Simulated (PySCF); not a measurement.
Saddle point of SiH5ClO, closed shell (SiH₄O ([OH][SiH3]) + HCl → SiH₃Cl ([SiH3][Cl]) + H₂O; bonds formed: Si1–Cl7, O2–H6; bonds broken: Si1–O2, H6–Cl7), PBE0-D4/def2-TZVP structure:

```json
{"atom": "Si1", "x (Å)": "-0.4816", "y (Å)": "-0.2004", "z (Å)": "-0.5293"}
{"atom": "O2", "x (Å)": "0.7315", "y (Å)": "-0.2980", "z (Å)": "0.8743"}
{"atom": "H3", "x (Å)": "-1.0398", "y (Å)": "-1.5057", "z (Å)": "-0.0177"}
{"atom": "H4", "x (Å)": "0.0550", "y (Å)": "-0.5632", "z (Å)": "-1.8526"}
{"atom": "H5", "x (Å)": "-1.6526", "y (Å)": "0.6921", "z (Å)": "-0.4127"}
{"atom": "H6", "x (Å)": "1.1232", "y (Å)": "0.6331", "z (Å)": "0.8354"}
{"atom": "Cl7", "x (Å)": "0.8519", "y (Å)": "1.8398", "z (Å)": "-0.6322"}
{"atom": "H8", "x (Å)": "0.4124", "y (Å)": "-0.5976", "z (Å)": "1.7348"}
```

Energies are electronic, without zero-point energy. Barriers and step energies count from the start structure reached by relaxing down the imaginary mode; all methods use the PBE0-D4 structures, on which another method's saddle can fall below an end. Computed with PySCF 2.14 with density fitting (its default auxiliary sets; JK sets also for MP2 and CCSD(T)) (basis: def2-TZVPP, with def2-QZVPP for the basis limit); correlated methods freeze the cores. B3LYP uses VWN-RPA correlation. Extrapolation: Hartree–Fock as exp(−7.88 √X), correlation as X^−2.97.

```
   method  barrier (kcal/mol)  step energy (kcal/mol)
    SPW92               12.54                    1.10
   PBE-D4               17.95                   -1.05
r2SCAN-D4               19.69                   -0.34
  PBE0-D4                   ?                   -1.07
 B3LYP-D4               22.92                    0.63
 BHLYP-D4                   ?                    0.61
  wB97M-V                   ?                   -0.80
       HF               31.46                    0.84
      MP2               23.15                    0.26
     CCSD               25.63                    0.62
  CCSD(T)               24.28                    0.52
```

Problem. Fill in the withheld barriers. (An estimate is asked for; the value comes from the calculation.)

Solution. By the calculation: BHLYP-D4 24.43; PBE0-D4 19.44; wB97M-V 20.66 kcal/mol. Each is the energy of the saddle less that of the start structure, by the same method.

For comparison, the barrier by CCSD(T) at an estimated basis limit (MP2 extrapolated from triple and quadruple zeta, plus CCSD(T) − MP2 in triple zeta) is 22.18 kcal/mol.

The T1 diagnostic stays at or below 0.011.

Hydrogen chloride, the by-product of chloride precursors, can attack films and sites by steps of this kind.

Labels in which every atom is bracketed show which atoms are joined, not bond orders.

For scale, one of the runs: CCSD(T)/def2-TZVPP, 185 basis functions, launched by `OMP_NUM_THREADS=4 python run.py`. Time: 100 s of wall clock on 4 CPU threads of an AMD EPYC 9R45; the host was shared. Peak host memory: 1.9 GiB.
